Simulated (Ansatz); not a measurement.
# BF2H2: the cost of one run

Method: UKS revPBE/def2-mTZVP, in Ansatz 0.2.0.

## 1. The starting structure

Bond lengths: B1–F3 1.320 Å, B1–H4 1.190 Å. Angles: F3–B1–H4 120.0°.

Coordinates:

```xyz
5

B     0.0000    0.0000    0.0000
H     0.0000    0.0000    1.4400
F     1.1431    0.0000   -0.6600
H    -1.0305    0.0000   -0.5950
F     0.0000    0.0000    2.6600
```

## 2. A restrained relaxation towards end A

Springs on the bonds that form and break draw the guess towards this end; the thresholds are loose.

File input.yaml:

```yaml
crystal:
  periodic: [false, false, false]
  atoms:
    - { symbol: B, position_ang: [0.0, 0.0, 0.0] }
    - { symbol: H, position_ang: [0.0, 0.0, 1.44] }
    - { symbol: F, position_ang: [1.1431, 0.0, -0.66] }
    - { symbol: H, position_ang: [-1.0305, 0.0, -0.595] }
    - { symbol: F, position_ang: [0.0, 0.0, 2.66] }
magnetization:
  spin_polarized: true
  initial_magnetization: 1
basis:
  gaussian: { orbitals: def2-mTZVP }
hamiltonian:
  xc: revpbe
relax:
  f_tol: 0.15
  max_steps: 25
  restrain:
    - { distance: [1, 4], at: 2.12, k: 30.0 }
    - { distance: [0, 1], at: 1.19, k: 30.0 }
```

Command:

```sh
ansatz run input.yaml --threads 1 --pin off --max-ram 2048MiB --backend cpu --events-out ev --progress --plain --runs-dir out
```

What time and memory should one allow on 1 thread of Intel Xeon 6975P-C (Granite Rapids), shared host?

About 8 s, with a peak of 0.14 GiB.
